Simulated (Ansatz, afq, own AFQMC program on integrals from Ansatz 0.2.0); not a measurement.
Two steps: Ansatz 0.2.0 writes the Fock matrix and Cholesky factors of the valence space, and afq projects on them the lowest state that overlaps trial and start.

```yaml
crystal:
  periodic: [false, false, false]
  atoms:
    - {symbol: Si, position_ang: [0.000000, 0.000000, 0.411035]}
    - {symbol: C, position_ang: [0.000000, 0.000000, -1.157965]}
    - {symbol: H, position_ang: [0.000000, 1.271280, 1.172615]}
    - {symbol: H, position_ang: [0.000000, -1.271280, 1.172615]}
basis:
  gaussian: {orbitals: cc-pVDZ}
magnetization: {spin_polarized: false}
correlation: {method: ccsd_t, electrons: outside_noble_gas, hamiltonian_folder: ham}
```

```sh
$ ansatz run in.yaml --threads 1 --pin off --events-out ev --progress --plain --max-ram 1382MiB
```

afq runs on the folder ham with

```
--method phaseless --trial cisd --walkers 40 --populations 1 --least-time 40 --time-step 0.01 --steps-per-block 5 --equilibration-blocks 60 --max-blocks 1200 --target-error 0.00076 --factor-cut 1e-05 --seed 4640 --taylor-order 8
```

Times are imaginary, in 1/Eh. The walk had a cap of 214 s.

Output of the walk:

```
orbitals 36  electrons 5 5  factors 271 of 402
reference energy -327.71644608 Eh
CCSD correlation -0.23194155 Eh in 13 cycles, weight of the determinant in the CISD state 0.8504
energy of the start -327.948388 Eh
 block  time / (1/Eh)  mean weight  energy / Eh
     1     0.050  1.0003  -327.946667
     2     0.100  1.0060  -327.945609
     3     0.150  0.9961  -327.944865
     4     0.200  1.0012  -327.944781
     5     0.250  0.9970  -327.944524
     7     0.350  1.0005  -327.945215
     9     0.450  0.9991  -327.946336
    32     1.600  1.0034  -327.951445
    94     4.700  0.9988  -327.953929
   156     7.800  1.0051  -327.952844
   218    10.900  0.9997  -327.963154
   280    14.000  1.0052  -327.960175
   342    17.100  1.0030  -327.950194
   404    20.200  0.9991  -327.953537
   466    23.300  1.0014  -327.961899
   528    26.400  0.9993  -327.964481
   559    27.950  0.9941  -327.975850
   590    29.500  0.9993  -327.952152
   652    32.600  1.0080  -327.963011
   714    35.700  0.9982  -327.960282
   776    38.800  1.0032  -327.953991
   838    41.900  1.0023  -327.975771
   900    45.000  1.0042  -327.953439
   962    48.100  1.0039  -327.962567
  1024    51.200  1.0011  -327.967737
  1086    54.300  1.0050  -327.959460
  1117    55.850  1.0016  -327.942755
  1148    57.400  1.0049  -327.953930
  1210    60.500  0.9976  -327.954202
  1241    62.050  0.9979  -327.949313
blocks merged  error / Eh  count
     1  0.000252  1200
     2  0.000345  600
     4  0.000461  300
     8  0.000576  150
    16  0.000770  75
    32  0.000928  37
    64  0.001033  18
   128  0.000940  9
energy -327.959366 +/- 0.001033 Eh
(rows thinned)
```

The run passed its tests (sampling time, drift between the halves within three errors, error under three times the target), which doesn't prove that it has relaxed.

Against this walk (error 28.1 meV) on the same determinant: CCSD(T) 57.4 meV higher, CCSDT(Q) 7.1 meV lower (within the noise), a separate phaseless walk with a CISD trial and standard settings 2.1 ± 33.1 meV higher (within the noise). The error is statistical and leaves out the bias of the constraint.

Cautions: constraint bias not in the error; error above the target (28.1 against 20.7 meV); higher spins were not checked; restricted determinant unstable towards unrestricted (UHF 637 meV lower, ⟨S²⟩ 0.80); raised T1 diagnostic (T1 0.024, weight of the determinant 0.85, largest double 0.13); the bias of populations of 40 walkers isn't removed; the time-step error isn't removed.

The walk took 110 s on 1 thread of Arm Neoverse V1 (shared host). The log's last line is the phaseless energy.

CCSDT and higher add their correlation energy to the determinant of the CCSD(T) run, since their own runs factorise the integrals more tightly (a shift of under 2 meV). A walk keeps the symmetry of its determinant, which the program's search chose and which needn't be the lowest solution, so a lower state of the same spin and another symmetry isn't excluded.
